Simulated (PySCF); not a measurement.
Nitrogen placed at different ring positions: thiophene 1N. Gas-phase values, no solvent. Strings in code marks are SMILES.

Computed with PBE0-D4/def2-TZVP run with PySCF 2.14.0. All candidates: neutral, multiplicity 1. Delta-SCF ions had no search for a lower state. Excitations are Tamm–Dancoff values on a coarser integration grid. The basis has no diffuse functions, so Rydberg states are missing or too high.

adiabatic ionisation energy (no zero-point term): 9.25 eV
vertical ionisation energy (Delta-SCF): 9.49 eV
T1 excitation (TDA): 3.91 eV

Problem. Name which member has these values.
(A) `c1ccsc1`
(B) `c1cscn1`
(C) `c1cnsc1`

Solution. B, `c1cscn1`. The others give `c1ccsc1`: 8.73 eV, 8.93 eV, 3.85 eV; `c1cnsc1`: 9.59 eV, 9.72 eV, 4.20 eV
